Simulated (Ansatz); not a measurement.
# ClH5OSi: the cost of one run

Method: PBE0-D4/def2-SVP; program: Ansatz 0.2.0, Gaussian basis.

23 further runs of the same task are left out: 1 that didn't finish, 22 set aside as unsound or not needed.

### Step 1. Starting geometry

The first end: 8 atoms, charge 0, spin multiplicity 1.

Atoms are counted from 1 here; the program's logs count them from 0.

Bond lengths: Si1–H2 1.479 Å, Si1–H3 1.476 Å, Si1–H4 1.477 Å, Si1–Cl5 2.076 Å, H6–O7 0.961 Å, O7–H8 0.961 Å. Angles: H2–Si1–H3 112.7°, H2–Si1–H4 112.6°, H2–Si1–Cl5 105.5°, H3–Si1–H4 113.4°, H3–Si1–Cl5 106.0°, H4–Si1–Cl5 105.8°, H6–O7–H8 105.6°.

Geometry (Å):

```
Si   -0.64844   -0.03755   -0.78548
H     0.51859    0.80213   -1.13353
H    -0.29495   -1.45943   -0.60534
H    -1.43368    0.51871    0.33560
Cl   -1.89851    0.03556   -2.44190
H     1.86645   -0.35574    1.25421
O     0.94351   -0.15923    1.43389
H     0.94703    0.65555    1.94255
```

The second end:

```xyz
8

Si   -1.1427   -0.1920    0.1464
H     3.0881   -0.4295   -1.0572
H    -0.8272   -1.2974   -0.7763
H    -2.0114   -0.6121    1.2696
Cl   -2.1956    1.2433   -0.8794
H     2.4977   -0.2261   -0.6466
O     0.2936    0.3861    0.6682
H     0.2976    1.1278    1.2753
```

### Step 2. The band at PBE0-D4/def2-SVP

neb/in.yaml

```yaml
crystal:
  periodic: [false, false, false]
  atoms:
    - {symbol: Si, position_ang: [-0.648437, -0.037553, -0.785477]}
    - {symbol: H, position_ang: [0.518586, 0.802131, -1.133535]}
    - {symbol: H, position_ang: [-0.294946, -1.459434, -0.605341]}
    - {symbol: H, position_ang: [-1.433675, 0.518714, 0.335597]}
    - {symbol: Cl, position_ang: [-1.898510, 0.035563, -2.441896]}
    - {symbol: H, position_ang: [1.866451, -0.355738, 1.254214]}
    - {symbol: O, position_ang: [0.943505, -0.159232, 1.433888]}
    - {symbol: H, position_ang: [0.947027, 0.655549, 1.942550]}
basis:
  gaussian: {orbitals: def2-SVP}
hamiltonian: {xc: pbe0, dispersion: d4}
neb:
  images: 5
  climbing: true
  max_iterations: 40
  initial_path: idpp
  final_atoms:
    - {symbol: Si, position_ang: [-1.142738, -0.191988, 0.146413]}
    - {symbol: H, position_ang: [3.088077, -0.429505, -1.057246]}
    - {symbol: H, position_ang: [-0.827217, -1.297403, -0.776262]}
    - {symbol: H, position_ang: [-2.011403, -0.612141, 1.269614]}
    - {symbol: Cl, position_ang: [-2.195624, 1.243272, -0.879426]}
    - {symbol: H, position_ang: [2.497748, -0.226120, -0.646588]}
    - {symbol: O, position_ang: [0.293566, 0.386057, 0.668163]}
    - {symbol: H, position_ang: [0.297590, 1.127828, 1.275332]}
```

Launch:

```console
ansatz run in.yaml --threads 2 --pin off --events-out ev --progress --plain --max-ram 4352MiB
```

**Question.** How long does this run take on 2 threads of Arm Neoverse V1, shared host?

About 3.2 min.
